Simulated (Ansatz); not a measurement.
# HGeCl, singlet: reading a ladder of total energies

Geometry: a PBE0/def2-TZVP stationary point for this spin, not checked as a minimum.

```xyz
3

Ge    0.0000   -0.0334    0.7078
Cl    0.0000    0.0241   -1.4746
H     0.0000    1.5604    0.8535
```

Basis cc-pVDZ; Ansatz 0.2.0. Correlated methods freeze the noble-gas cores and the filled d shells of p-block atoms, which leaves 12 electrons in 31 orbitals. R marks a restricted (for open shells ROHF) determinant. No spin–orbit coupling is included, and no scalar relativity.

Full CI isn't at hand for all of this; RCCSDT(Q) serves as the reference, and is uncertain by about the last step of the cluster series.

Runs differ by some tens of microhartree through their thresholds, so steps under 0.03 kcal/mol mean nothing.

| level | total energy (hartree) |
| --- | --- |
| RHF | -2535.435549 |
| RMP2 | -2535.645488 |
| RCCSD | -2535.675006 |
| RCCSD(T) | -2535.680705 |
| RCCSDT | -2535.681430 |
| RCCSDT(Q) | -2535.681953 |

Q: What is the correlation energy at RCCSDT(Q), and what share of it do RMP2 and RCCSD recover?

A: E(corr) = -2535.681953 − (-2535.435549) = -0.246404 hartree = -6.705 eV. RMP2: -0.209939 / -0.246404 = 85.20 %. RCCSD: -0.239457 / -0.246404 = 97.18 %.

Q: By how many kcal/mol does RCCSD(T) miss RCCSDT(Q) (1 hartree = 627.509 kcal/mol), and which steps make up the rest?

A: -2535.680705 − (-2535.681953) = 0.001248 hartree = 0.78 kcal/mol. Steps: RCCSDT − RCCSD(T) = -0.45, RCCSDT(Q) − RCCSDT = -0.33 kcal/mol. That is within 1 kcal/mol of the reference in this basis, which itself misses far more of the correlation at the basis-set limit.
